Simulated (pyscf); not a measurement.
Single points on ωB97X-D3(BJ)/def2-SVP structures (PySCF, gas phase).

### Question
PBE/def2-TZVP puts the barrier of `[NH2][NH2]` + `[H]` [doublet] -> `[NH][NH2]` [doublet] + `[H][H]` (hydrogen abstraction; doublet surface; H–N broken, H–H formed) at -3.0 kcal/mol and the reaction energy at -21.8 kcal/mol, from the separated reactants. What do r²SCAN/def2-TZVP, PBE0-D3(BJ)/def2-TZVP, ωB97M-D3(BJ)/def2-TZVP give on the same structures?

### Answer
r²SCAN: ΔE‡ = -3.6 kcal/mol, ΔE = -24.6 kcal/mol; PBE0-D3(BJ): ΔE‡ = 1.2 kcal/mol, ΔE = -20.0 kcal/mol; ωB97M-D3(BJ): ΔE‡ = 4.4 kcal/mol, ΔE = -20.4 kcal/mol. PBE's barrier lies among them. Its reaction energy lies among theirs. At PBE, r²SCAN this geometry lies under the reactants; that is no barrier but a single point on another level's saddle; such a level's own saddle, if it has one, lies nearer that side and is low. This is the saddle that the search found; another between the same sides may lie lower. The angle at the transferred H is 155°.
